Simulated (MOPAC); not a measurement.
MOPAC input (PM7):

```
PM7 1SCF GEO-OK AUX(PRECISION=9) THREADS=1
BF3

B    -0.00000000 1   -0.00000000 1    0.00000000 1
F     0.01679907 1    1.31515438 1    0.03157775 1
F     1.13083137 1   -0.67238813 1   -0.00500122 1
F    -1.14763045 1   -0.64276625 1   -0.02657653 1
```

Output:

```
 *******************************************************************************
 **                                                                           **
 **                              MOPAC v23.2.5                                **
 **                                                                           **
 *******************************************************************************
 ** MOPAC's Digital Object Identifier: https://doi.org/10.5281/zenodo.6511958 **
 **                                                                           **
 ** Please cite the open-source release paper for use of this MOPAC version:  **
 ** J. E. Moussa and J. J. P. Stewart (2026)                                  **
 ** MOPAC: An open-source semiempirical molecular orbital program             **
 ** J. Open Source Softw., 11(119), 8025, https://doi.org/10.21105/joss.08025 **
 *******************************************************************************

                              PM7 CALCULATION RESULTS

 *******************************************************************************
 *  PM7        - The PM7 Hamiltonian to be used
 *  GEO-OK     - OVERRIDE INTERATOMIC DISTANCE AND OTHER SAFETY CHECKS
 *  1SCF       - DO 1 SCF AND THEN STOP
 *  AUX        - OUTPUT AUXILIARY INFORMATION
 *******************************************************************************
PM7 1SCF GEO-OK AUX(PRECISION=9) THREADS=1
 BF3

   ATOM   CHEMICAL          X               Y               Z
  NUMBER   SYMBOL      (ANGSTROMS)     (ANGSTROMS)     (ANGSTROMS)

     1       B         -0.00000000  *  -0.00000000  *   0.00000000  *
     2       F          0.01679907  *   1.31515438  *   0.03157775  *
     3       F          1.13083137  *  -0.67238813  *  -0.00500122  *
     4       F         -1.14763045  *  -0.64276625  *  -0.02657653  *

          CARTESIAN COORDINATES

    NO.       ATOM           X           Y           Z

     1         B         -0.0000     -0.0000      0.0000
     2         F          0.0168      1.3152      0.0316
     3         F          1.1308     -0.6724     -0.0050
     4         F         -1.1476     -0.6428     -0.0266

 General Reference for PM7:
 "Optimization of Parameters for Semiempirical Methods VI: More Modifications to the
 NDDO Approximations and Re-optimization of Parameters", J. J. P. Stewart, J. Mol. Mod., 1:32, 19 (2013)
 https://link.springer.com/article/10.1007/s00894-012-1667-x

           Empirical Formula: B F3  =     4 atoms

      MOLECULAR POINT GROUP   :   D3h

      RHF CALCULATION, NO. OF DOUBLY OCCUPIED LEVELS = 12

 -------------------------------------------------------------------------------
 PM7 1SCF GEO-OK AUX(PRECISION=9) THREADS=1
 BF3

     1SCF WAS SPECIFIED, SO BFGS WAS NOT USED
     SCF FIELD WAS ACHIEVED

                              PM7 CALCULATION
                                                       MOPAC v23.2.5 Linux

          FINAL HEAT OF FORMATION =       -271.12450 KCAL/MOL =   -1134.38493 KJ/MOL

          COSMO AREA              =         78.40 SQUARE ANGSTROMS
          COSMO VOLUME            =         59.72 CUBIC ANGSTROMS

          IONIZATION POTENTIAL    =         14.855445 EV
          HOMO LUMO ENERGIES (EV) =        -14.855 -0.754
          NO. OF FILLED LEVELS    =         12
          MOLECULAR WEIGHT        =         67.8052         POINT GROUP:  D3h

          MOLECULAR DIMENSIONS (Angstroms)

            Atom       Atom       Distance
            F     4    F     2     2.27876
            F     3    F     2     1.97346
            B     1    F     2     0.00000

          SCF CALCULATIONS        =          1

   ATOM   CHEMICAL          X               Y               Z
  NUMBER   SYMBOL      (ANGSTROMS)     (ANGSTROMS)     (ANGSTROMS)

     1       B         -0.00000000  *  -0.00000000  *   0.00000000  *
     2       F          0.01679907  *   1.31515438  *   0.03157775  *
     3       F          1.13083137  *  -0.67238813  *  -0.00500122  *
     4       F         -1.14763045  *  -0.64276625  *  -0.02657653  *

                             CARTESIAN COORDINATES

   1    B       -0.000000000    -0.000000000     0.000000000
   2    F        0.016799070     1.315154380     0.031577750
   3    F        1.130831370    -0.672388130    -0.005001220
   4    F       -1.147630450    -0.642766250    -0.026576530

           Empirical Formula: B F3  =     4 atoms

      MOLECULAR POINT GROUP   :   D3h

                  EIGENVALUES
 -40.91148 -40.91148 -40.51736 -18.21231 -17.63096 -17.63096 -17.19713 -15.68053
 -15.41603 -15.41603 -14.85545 -14.85545  -0.75411   2.36501   2.36501   2.69925

              NET ATOMIC CHARGES AND DIPOLE CONTRIBUTIONS

  ATOM NO.   TYPE          CHARGE      No. of ELECS.   s-Pop       p-Pop
    1          B           0.816744        2.1833     0.67547     1.50778
    2          F          -0.272248        7.2722     1.94433     5.32792
    3          F          -0.272248        7.2722     1.94433     5.32792
    4          F          -0.272248        7.2722     1.94433     5.32792
 DIPOLE           X         Y         Z       TOTAL
 POINT-CHG.     0.000    -0.000     0.000     0.000
 HYBRID         0.000     0.000    -0.000     0.000
 SUM            0.000    -0.000     0.000     0.000

          ATOMIC ORBITAL ELECTRON POPULATIONS

     Atom    s        px        py        pz
    1  B   0.67547   0.59440   0.59427   0.31912
    2  F   1.94433   1.95800   1.47647   1.89345
    3  F   1.94433   1.60203   1.83217   1.89372
    4  F   1.94433   1.59137   1.84301   1.89353

 **********************
 *                    *
 * JOB ENDED NORMALLY *
 *                    *
 **********************

 == MOPAC DONE ==
```

The geometry given is a B3LYP-D3(BJ)/def2-TZVP minimum.
